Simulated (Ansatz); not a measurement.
Rhombohedral A7 Bi

Computed with r²SCAN+rVV10 (PAW; Ansatz, a program for electronic structure).

Run with plane-wave cutoff 560 eV, 16×16×16 k mesh, Fermi–Dirac smearing 0.05 eV, scalar-relativistic PAW data made under PBE.

Cell: relaxed at this level.

- volume per atom = 35.52 Å³/atom
- bulk modulus = 31.0 GPa
- lattice parameter a = 4.519 Å
- c axis length = 12.050 Å
- band gap = none

Measured, for comparison: bulk modulus 32.1 GPa (copied from a table, unchecked, extrapolated to 0 K and zero-point effects removed; as tabulated in Lejaeghere et al. (2013), arXiv:1204.2733); lattice constant a 4.533 Å, lattice parameter c 11.796 Å (low temperature, zero-point motion not removed, hexagonal setting; as tabulated in Arnaud et al. (2016), arXiv:1602.08959). Computed (rounded) less measured: bulk modulus not scored (unchecked), lattice constant a -0.3 %, lattice parameter c +2.2 %.

Note: the bulk modulus comes from volumes at which shape and atoms were relaxed.

Spin–orbit coupling is not included; it can shift volumes and moduli of such heavy elements.

Computing time: about 40 core-minutes (a rough figure).
